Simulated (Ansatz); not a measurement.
Species: CH2F2 (charge +1, doublet). 
Geometry from a B3LYP-D3(BJ)/def2-TZVP (Ansatz, a first-principles code) optimisation:
```
C
F 1 1.2809
F 1 1.2809 2 116.11
H 1 1.1705 2 112.06 3 130.54
H 1 1.1705 4 89.55 3 113.71
```
Charge +1, spin multiplicity 2.

Basis-set convergence of Hartree-Fock and MP2 correlation energies (hartree) with Ansatz. Correlated levels leave the core frozen unless marked. Open shells are spin-unrestricted. Spin-orbit coupling is left out. No relativistic terms.

```tsv
basis	functions	E(HF)	E(corr, MP2)
aug-cc-pVDZ	87	-237.47338	-0.54062
aug-cc-pVTZ	184	___	___
```

Task: Some entries are withheld; supply them.

Result: 
- aug-cc-pVTZ, E(HF): -237.54376
- aug-cc-pVTZ, E(corr, MP2): -0.67204
